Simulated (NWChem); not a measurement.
A series in which one site is exchanged, each optimised at PBE0/def2-SVP with NWChem, gas phase unless a solvent is named. For some, no frequency run checked for a minimum. def2 effective core potentials on Zr; no spin-orbit coupling.

A: CCl (CH3Cl; site = C)
B: [ZrH3][Cl] (ZrH3Cl; site = Zr)
C: [TiH3][Cl] (TiH₃Cl; site = Ti)
D: [Cl][GeH3] (GeH3Cl; site = Ge)

Q: Rank them by vertical ionisation energy, ΔSCF, B3LYP/def2-SVP (eV), lowest first.

A: B (10.80), D (11.09), A (11.17), C (11.29)
